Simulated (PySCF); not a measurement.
isobutane (C4H10), SMILES CC(C)C.

The structure is a stationary point at B3LYP-D3(BJ)/def2-SVP.

These are PySCF with M06-2X/def2-TZVP values and carry that method's errors.

Symmetry labels are those of the subgroup Cs that the program uses (full group C3v).

Computed valence orbital energies around the gap with their symmetry:
| orbital | symmetry | energy (eV) |
|---|---|---|
| HOMO−7 | A' | -13.48 |
| HOMO−6 | A" | -13.48 |
| HOMO−5 | A" | -12.07 |
| HOMO−4 | A' | -12.07 |
| HOMO−3 | A" | -11.48 |
| HOMO−2 | A' | -10.45 |
| HOMO−1 | A" | -10.45 |
| HOMO | A' | -10.26 |
| LUMO | A' | 1.74 |
| LUMO+1 | A' | 3.03 |
| LUMO+2 | A' | 3.20 |
| LUMO+3 | A" | 3.20 |
